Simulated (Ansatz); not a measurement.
This Ansatz (an electronic-structure program) input (r2SCAN/6-311++G(3df,3pd)) gives -499.43329 Eh with 122 basis functions. A basis named .json is the Basis Set Exchange file of that set (core-valence sets with the plain set on hydrogen).

Ansatz 0.2 input:
```yaml
crystal:
  periodic: [false, false, false]
  atoms:
    - {symbol: C, position_ang: [0.01909113, 0.15267994, -1.32752912]}
    - {symbol: Cl, position_ang: [-0.01118660, 0.00667210, 0.64763898]}
    - {symbol: H, position_ang: [0.90111306, -0.49482969, -1.50763755]}
    - {symbol: H, position_ang: [-0.82548774, -0.53467571, -1.53705043]}
basis:
  gaussian:
    orbitals: 6-311++G_3df_3pd_.json
hamiltonian:
  xc: {name: r2SCAN}
total_charge: -1
magnetization: {spin_polarized: false}
```

Change:
```diff
- orbitals: 6-311++G_3df_3pd_.json
+ orbitals: cc-pV_T+d_Z.json
```

Problem. What does the run give now?

Solution. -499.43270 Eh (r2SCAN/cc-pV(T+d)Z, 97 functions), a change of +0.59 mEh.
